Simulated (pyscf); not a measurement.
This saddle point was located with ωB97X-D3(BJ)/def2-SVP in PySCF.

```
O
H 1 1.0461
O 2 1.4672 1 153.73
Si 3 1.5610 2 106.15 1 -0.14
Si 1 1.6852 2 123.42 3 -178.74
O 5 1.6641 1 100.11 2 179.89
H 6 0.9658 5 119.69 1 0.17
H 1 1.4591 2 87.34 3 0.02
H 8 0.8954 1 170.78 2 -0.26
H 4 1.4875 3 122.31 2 103.07
H 4 1.4875 10 110.94 9 93.89
```

Surface: singlet, charge 0. Lowest wavenumbers (cm⁻¹): 655i, 32, 76, 90, 116.

**Question.** What reaction is this the transition state of?

**Answer.** HO–Si:–OH (SMILES O[Si]O) [singlet] + HO–SiH₃ (SMILES O[SiH3]) <-> HO–Si:–OH (SMILES O[Si]O) [singlet] + H₂ (SMILES [H][H]) + O=SiH₂ (SMILES O=[SiH2]), a multi-bond step read from left to right: H–O, H–O, H–Si broken and H–O, H–H formed. At ωB97M-D3(BJ)/def2-TZVP it lies +1.91 eV from the left side and -0.22 eV from the right (each side as separated species at their lowest minima found). On the product side the descent ends in a bound adduct, 0.52 eV under the separated species and 0.26 eV under the saddle at ωB97X-D3(BJ)/def2-TZVP. At ωB97M-D3(BJ) the saddle lies under the separated products, which points to a path from their complex (located at ωB97X-D3(BJ) alone), and parting the products costs more than the saddle. The same reactants have a lower exit, to HO–Si(OH)(OH)–SiH₃ (barrier +0.38 eV at ωB97M-D3(BJ)/def2-TZVP, against +1.91 eV here). One saddle was located; it need not be the lowest between these sides.
